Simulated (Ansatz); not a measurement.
Fluorite CdF₂ was calculated with B3LYP (VWN-RPA form) (Ansatz, a program for electronic structure, plane waves, PAW).

Run with plane-wave cutoff 460 eV, 8×8×8 k mesh, Fermi–Dirac smearing 0.01 eV, scalar-relativistic PAW data made under PBE.

Pressure at four volumes; x = ln(V/13.532 Å³). One pressure is withheld.

```json
[
 {"V (Å³/atom)": "12.855", "x": "-0.0513", "P (GPa)": "?"},
 {"V (Å³/atom)": "13.070", "x": "-0.0347", "P (GPa)": "4.10"},
 {"V (Å³/atom)": "13.532", "x": "0.0000", "P (GPa)": "0.27"},
 {"V (Å³/atom)": "14.209", "x": "0.0488", "P (GPa)": "-4.14"}
]
```

Problem. Pass a parabola P(x) through the three rows shown, estimate the bulk modulus and its pressure derivative near zero pressure, and predict the withheld pressure.

Solution. Slopes between the rows: (0.27 − (4.10))/(0.0000 − (-0.0347)) = -110.37 and (-4.14 − (0.27))/(0.0488 − (0.0000)) = -90.37 GPa. Their difference over the span 0.0835 is c = 20.00/0.0835 = 239.5 GPa, so P(x) = 4.10 + (-110.37)(x − (-0.0347)) + 239.5 (x − (-0.0347))(x − (0.0000)). At the middle row B = −dP/dx = −[-110.37 + 239.5 × 0.0347] = 102.1 GPa, and B′ = dB/dP = 2c/B = 4.7. At x = -0.0513 the parabola gives 6.14 GPa; the run gives 6.15 GPa. The Birch–Murnaghan fit to the energies at all volumes has B0 = 100 GPa and B′ = 4.8.
